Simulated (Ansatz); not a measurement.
Input file:

```yaml
crystal:
  periodic: [false, false, false]
  atoms:
    - {symbol: Al, position_ang: [0.000000, 0.000000, -2.960267]}
    - {symbol: Ga, position_ang: [0.000000, 0.000000, -0.651867]}
    - {symbol: H, position_ang: [0.000000, 0.000000, 3.612133]}
basis:
  gaussian: {orbitals: def2-SVP}
magnetization: {spin_polarized: false, initial_magnetization: 3}
correlation: {active_space: {window: {electrons: 3, orbitals: 9}, states: [{multiplicity: 4, weights: [1, 0.5]}]}}
```

```sh
$ ansatz run in.yaml --threads 1 --pin off --events-out ev --progress --plain --max-ram 2393MiB
```

The program prints:

```
824 factors; integrals over basis functions are off by at most 1.5e-7 eV
mean field evaluation 1: about -58919.4699 eV, gradient 5.4e0 eV
mean field evaluation 2: about -58919.4780 eV, gradient 5.4e0 eV
mean field evaluation 4: about -58919.8181 eV, gradient 2.4e0 eV
mean field evaluation 8: about -58919.9179 eV, gradient 1.7e-1 eV
mean field evaluation 16: about -58919.8323 eV, gradient 1.5e-1 eV
mean field evaluation 32: about -58919.9152 eV, gradient 1.0e-1 eV
mean field evaluation 64: about -58919.9185 eV, gradient 2.5e-2 eV
mean field evaluation 96: about -58919.8321 eV, gradient 1.6e-6 eV
mean field -58919.91849702 eV, -2165.2670674102 hartree, gradient 5.1e-6 eV, S^2 3.750000; 11 other end points of the search recorded, 0 dependent functions left out
reference -58919.91849702 eV, -2165.2670674102 hartree; 24, 21 occupied and 31, 34 virtual orbitals, 824 factors
state -58920.10377166 eV, -2165.2738761276 hartree
state -58919.91989548 eV, -2165.2671188028 hartree
Total energy: -58920.04247960 eV, -2165.2716236860 hartree
```

Natural occupations, averaged over the states: 1.0000 0.9831 0.6527 0.3305 0.0160 0.0133 0.0027 0.0009 0.0009.

The total printed last is the weighted mean of the 2 states, 0.061 eV above the lowest of them, and is no single state's energy.

Ran on 1 thread of Arm Neoverse V2, shared host: 23 s wall, 0.23 GiB peak host memory.
